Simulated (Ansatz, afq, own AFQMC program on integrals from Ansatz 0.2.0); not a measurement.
H2O⁺, doublet: a scan with AFQMC

```xyz
3

O     0.0000   -0.0646    0.0000
H     0.0000    0.5128   -0.8211
H     0.0000    0.5128    0.8211
```

The O1–H2 distance is changed with both sides rigid. Energies in eV count from this geometry (1.004 Å) at the same level; the start stands on UHF, each point on the determinant named.

Basis 6-31G. Noble-gas cores (and the filled d shells of Ga–Kr and In–Xe) are frozen. Ansatz 0.2.0 and our own AFQMC program on the same integrals; the CISD trial comes from CCSD amplitudes, and released means the phaseless constraint is let go. Uncertainties: one standard error, sampling alone.

Cautions, each for one point or more: cluster runs in doubt by the program's own checks; strong correlation; unrestricted determinant spin contaminated.

```
r(O1–H2) / Å  det.     T1  weight  ⟨S²⟩   CCSD     PBE  CCSD(T)
       0.925   UHF  0.008    0.97  0.76  0.196   0.233    0.198
       1.091   UHF  0.010    0.96  0.76  0.078   0.039    0.075
       1.407   UHF  0.026    0.94  0.80  1.239   1.090    1.224
       1.829   UHF  0.090    0.81  1.26  2.832  2.508§    2.809
       2.776   UHF  0.093    0.83  1.74  4.607  3.564§    4.608
```

(1) Estimate the curve of full CI, counted from the same start.

## Answers

(1) 
```csv
r(O1–H2) / Å,det.,T1,weight,⟨S²⟩,FCI,ph-AFQMC/CISD,released AFQMC,CCSDT(Q)
0.925,UHF,0.008,0.97,0.76,0.199,0.200 ± 0.002,0.197 ± 0.002,0.199
1.091,UHF,0.010,0.96,0.76,0.074,0.080 ± 0.002,0.075 ± 0.002,0.074
1.407,UHF,0.026,0.94,0.80,1.218,1.223 ± 0.004,1.219 ± 0.002,1.218
1.829,UHF,0.090,0.81,1.26,2.782,2.792 ± 0.003,2.783 ± 0.003,2.780
2.776,UHF,0.093,0.83,1.74,4.567,4.600 ± 0.005,–,4.565
```

Weight is that of the determinant in the CISD state; at the start T1 is 0.008 and the weight 0.96, and ⟨S²⟩ is 0.76. Symmetry can't show for every point that it stays on the start's state. A dash marks a missing value, a released energy that hasn't settled or a functional that sits on another state. § marks a functional whose ⟨S²⟩ is too high by over 0.1. Largest departures from full CI: CCSD(T) 0.041 eV at 2.776 (on UHF), ph-AFQMC/CISD 0.034 eV at 2.776 (on UHF), released AFQMC -0.002 eV at 0.925 (on UHF) (within the noise), CCSDT(Q) -0.002 eV at 1.829 (on UHF), CCSD 0.049 eV at 1.829 (on UHF). The functionals aren't scored here. In this small basis the wave-function levels are far from their limit, so their gap to the functionals isn't the functionals' error.

CCSDT and higher add their correlation energy to the determinant of the CCSD(T) run, since their own runs factorise the integrals more tightly (a shift of under 2 meV). A walk keeps the symmetry of its determinant, which the program's search chose and which needn't be the lowest solution, so a lower state of the same spin and another symmetry isn't excluded. Released energies are given only where the last usable release times agree within the noise; a slower fall can still hide under it.
